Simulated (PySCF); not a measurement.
Stepwise substitution at one centre (Si NH2-H). All species are isolated molecules in the gas phase. One relaxed conformer stands for each flexible species; it need not be the lowest. Strings in code marks are SMILES.

The HOMO from two functionals at the same geometries (r2SCAN-D4/def2-TZVP), both in PySCF: PBE-D3(BJ)/def2-TZVP and r2SCAN-D4/def2-TZVP. 

```
species                               r2SCAN-D4/def2-TZVP (eV)
------------------------------------  ------------------------
0 of 4 NH2 replaced by H                                 -5.54
3 of 4 NH2 replaced by H (`N[SiH3]`)                     -6.32
4 of 4 NH2 replaced by H                                 -8.86
```

Problem. What does PBE-D3(BJ)/def2-TZVP give for each?

Solution. 
- 0 of 4 NH2 replaced by H: -5.23
- 3 of 4 NH2 replaced by H (`N[SiH3]`): -6.00
- 4 of 4 NH2 replaced by H: -8.51
Over these rows, drawn at random from the members with no instability flagged (it was tested for open shells, ions and some series alone), PBE minus r2SCAN-D4: mean +0.33 eV, from +0.31 eV to +0.35 eV.
